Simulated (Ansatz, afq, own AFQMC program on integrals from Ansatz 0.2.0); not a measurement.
AlBCl, doublet: AFQMC among the cluster methods

```xyz
3

B     0.0000    1.1858   -2.9547
Al    0.0000   -0.6267   -0.6120
Cl    0.0000    0.1154    1.3667
```

Connectivity, by distances: B ··· Al–Cl.

Basis cc-pVDZ. Only valence electrons are correlated. AFQMC by an in-house program on the Cholesky factors that Ansatz 0.2.0 writes for its CCSD(T) run. ph-AFQMC/CISD is guided by a CISD state made of CCSD amplitudes; releasing the constraint for a short imaginary time cuts its bias at the price of noise, slowly where states lie close. Uncertainties: one standard error, sampling alone.

Determinant: ROHF, the one that the program's search chose, which needn't be the lowest solution. The geometry is a point of a scan.

No full CI on the walks' own integrals is used here; CCSDT(Q) serves as the reference and is uncertain by about the last step of the cluster series.

Cautions: a spin-contaminated unrestricted determinant lies lower (UHF 127 meV lower, ⟨S²⟩ 0.91).

The T1 diagnostic is 0.0262. The weight of the determinant in the CISD state is 0.816 and the size of the correlated space is 13 electrons in 39 orbitals.

Reference: CCSDT(Q), correlation energy -7.584 eV. The released energy is read at 2.40 1/Eh (meV from the phaseless value at times in 1/Eh: 17 ± 18 at 0.24, 24 ± 17 at 0.51, -2 ± 23 at 0.99, -11 ± 27 at 1.62, -21 ± 33 at 2.40).

```
         level  E − E(reference) (meV)  share of correlation (%)
            HF                  7584.4                      0.00
           MP2                  1474.3                     80.56
          CCSD                   248.4                     96.73
       CCSD(T)                    56.8                     99.25
         CCSDT                    15.1                     99.80
 ph-AFQMC/CISD              0.0 ± 17.6                    100.00
released AFQMC            -21.3 ± 32.6                    100.28
```

A walk keeps the symmetry of its determinant, which the program's search chose and which needn't be the lowest solution, so a lower state of the same spin and another symmetry isn't excluded. Released energies are given only where the last usable release times agree within the noise; a slower fall can still hide under it.
